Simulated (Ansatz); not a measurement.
Basis sets compared for the cluster LiCl₂⁻. Total charge -1; singlet. Geometry r2SCAN-D4/def2-TZVPD. Ansatz on 4 threads of Arm Neoverse V1 on a shared host; times are rough, and most runs start from earlier orbitals.

```xyz
3

Li    0.000    0.000    0.000
Cl   -0.432   -1.913    0.911
Cl    0.432    1.913   -0.911
```

The structure comes from a short search, and lower isomers may exist.

```csv
level,functions,energy (Eh),HOMO (eV),LUMO (eV),wall time
HF/STO-3G,23,-916.6485,-3.37,11.07,0.05 s
HF/6-31G,35,-926.6224,-6.29,5.88,0.1 s
PBE-D4/def2-SVPD,66,-927.4757,-1.94,2.83,0.35 s
PBE0-D4/def2-SVPD,66,-927.5578,-3.26,3.24,0.45 s
```

(1) Estimate the rows for HF/def2-TZVPD, PBE-D4/def2-TZVPD, PBE0-D4/def2-TZVPD (with forces).

Results:

(1) 
| level | functions | energy (Eh) | HOMO (eV) | LUMO (eV) | wall time |
| --- | --- | --- | --- | --- | --- |
| HF/def2-TZVPD | 109 | -926.6952 | -6.40 | 4.14 | 0.3 s |
| PBE-D4/def2-TZVPD | 109 | -927.7782 | -1.89 | 2.94 | 0.55 s |
| PBE0-D4/def2-TZVPD (with forces) | 109 | -927.8570 | -3.21 | 3.39 | 0.85 s |
